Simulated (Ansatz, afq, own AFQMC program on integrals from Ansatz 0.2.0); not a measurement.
Two steps: Ansatz 0.2.0 writes the Fock matrix and Cholesky factors of the valence space, and afq projects on them the lowest state that overlaps trial and start.

```yaml
crystal:
  periodic: [false, false, false]
  atoms:
    - {symbol: C, position_ang: [0.000000, 0.000000, 0.620262]}
    - {symbol: C, position_ang: [0.000000, 0.000000, -0.827783]}
    - {symbol: H, position_ang: [0.000000, -1.054246, 1.236421]}
    - {symbol: H, position_ang: [0.000000, 1.054246, 1.236421]}
basis:
  gaussian: {orbitals: cc-pVDZ}
magnetization: {spin_polarized: false}
correlation: {method: ccsd_t, electrons: outside_noble_gas, hamiltonian_folder: ham}
```

```sh
$ ansatz run in.yaml --threads 1 --pin off --events-out ev --progress --plain --max-ram 1382MiB
```

afq runs on the folder ham with

```
--method phaseless --trial cid --walkers 40 --populations 1 --least-time 40 --time-step 0.005 --steps-per-block 50 --equilibration-blocks 12 --max-blocks 80 --target-error 0.00076 --factor-cut 1e-05 --seed 2582 --taylor-order 6
```

Times are imaginary, in 1/Eh. The walk had a cap of 214 s.

```
orbitals 36  electrons 5 5  factors 279 of 352
reference energy -76.72946869 Eh
CCSD correlation -0.27641196 Eh in 10 cycles, weight of the determinant in the CISD state 0.8584
energy of the start -77.006006 Eh
 block  time / (1/Eh)  mean weight  energy / Eh
     1     0.250  1.0006  -77.001282
     2     0.500  1.0028  -77.012376
     3     0.750  0.9991  -77.012446
     4     1.000  1.0009  -77.011832
     5     1.250  0.9980  -77.011956
     7     1.750  0.9987  -77.015639
     9     2.250  0.9948  -77.013168
    11     2.750  1.0003  -77.014336
    15     3.750  0.9979  -77.013361
    19     4.750  1.0012  -77.017149
    23     5.750  0.9999  -77.016597
    27     6.750  1.0002  -77.013091
    31     7.750  1.0022  -77.017583
    35     8.750  1.0013  -77.034646
    39     9.750  0.9974  -77.017347
    43    10.750  1.0007  -77.030681
    47    11.750  1.0036  -77.020347
    51    12.750  1.0019  -77.019187
    55    13.750  0.9976  -77.018618
    59    14.750  1.0003  -77.016755
    63    15.750  1.0002  -77.028968
    65    16.250  0.9997  -77.036056
    67    16.750  1.0020  -77.024009
    71    17.750  1.0015  -77.015087
    75    18.750  0.9964  -77.013717
    79    19.750  1.0008  -77.004725
    83    20.750  1.0015  -77.004329
    87    21.750  1.0005  -77.010907
    91    22.750  1.0017  -77.010658
blocks merged  error / Eh  count
     1  0.000880  80
     2  0.001112  40
     4  0.001476  20
     8  0.002000  10
energy -77.017200 +/- 0.001476 Eh
(rows thinned)
```

(1) Estimate how long the walk took on 1 thread of Arm Neoverse V2, with other jobs on the host.

The run failed at least one of its tests; the cautions name the faults.

Against this walk (error 40.2 meV) on the same determinant: CCSD(T) 11.1 meV lower (within the noise), CCSDT(Q) 65.0 meV lower (within the noise), a separate phaseless walk with a CISD trial and standard settings 47.4 ± 43.9 meV lower (within the noise). The error is statistical and leaves out the bias of the constraint.

Cautions: constraint bias not in the error; error not settled; error above the target (40.2 against 20.7 meV); higher spins were not checked; restricted determinant unstable towards unrestricted (UHF 132 meV lower, ⟨S²⟩ 0.53); the sampling time fell short of the least asked.

Results:

(1) 22 s of wall time.

CCSDT and higher add their correlation energy to the determinant of the CCSD(T) run, since their own runs factorise the integrals more tightly (a shift of under 2 meV). A walk keeps the symmetry of its determinant, which the program's search chose and which needn't be the lowest solution, so a lower state of the same spin and another symmetry isn't excluded.
